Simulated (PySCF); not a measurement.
Species: C2H3N.
Cartesian coordinates in Å at the PBE0-D3(BJ)/def2-SVP level; atoms count from 1:
```
atom  x, y, z in Å
C1     2.1038    0.2082    0.0067
N2     0.9383    0.0838   -0.0034
C3    -0.4605   -0.0664   -0.0156
H4    -0.7556   -0.8281   -0.7525
H5    -0.8192   -0.3790    0.9762
H6    -0.9437    0.8855   -0.2807
```

Computed with PySCF at CAM-B3LYP/def2-SVPD, non-relativistic, on one gas-phase PBE0-D3(BJ)/def2-SVP geometry that isn't relaxed in the solvent. The solvent is an IEF-PCM continuum (Bondi radii, 1.10 Å for H, scaled by 1.2), and excitations are vertical TDDFT with non-equilibrium linear response and a frozen core. Specific hydrogen bonds and non-electrostatic terms are outside this model.

```tsv
run	E − E(gas) (kJ/mol)	HOMO (eV)	HOMO–LUMO gap (eV)	dipole (D)	lowest singlet (eV)	static polarisability (au)
gas	0.00	-10.20	11.27	3.85	7.96	30.1
P	-22.58	-10.61	12.20	4.86	7.77	38.3
Q	-21.85	-10.60	12.17	4.83	7.77	38.0
```

Question: The runs were made in acetone and acetonitrile. Which run belongs to which solvent?

Answer: P = acetonitrile, Q = acetone. The dielectric constants are 20.49 (acetone), 35.69 (acetonitrile), and the energy falls further as ε rises. The optical constants n² used for the excitations are 1.85, 1.81 in the same order. In this model the ground state sees the solvent through ε alone.

Question: How constant is the ratio of the lowering to (ε − 1)/(2ε + 1)?

Answer: 
```tsv
solvent	(ε − 1)/(2ε + 1)	E − E(gas) (kJ/mol)	ratio (kJ/mol)	polarisation term (kJ/mol)
acetone	0.464	-21.85	-47.1	-26.86
acetonitrile	0.479	-22.58	-47.1	-27.92
```

The ratio changes by +0.1 % in size from acetone to acetonitrile. The polarisation term is half the interaction of the solute with the induced surface charges.
